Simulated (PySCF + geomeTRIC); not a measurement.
Species: HO, SMILES `[OH]` (charge 0, multiplicity 2).

Task: Give a relaxed geometry from PBE0-D4/def2-TZVP run with PySCF + geomeTRIC.

Result: the end point of this relaxation (outside a Z-matrix the atoms follow the SMILES, hydrogens last).
Z-matrix (Å, degrees):
```
O
H 1 0.9731
```
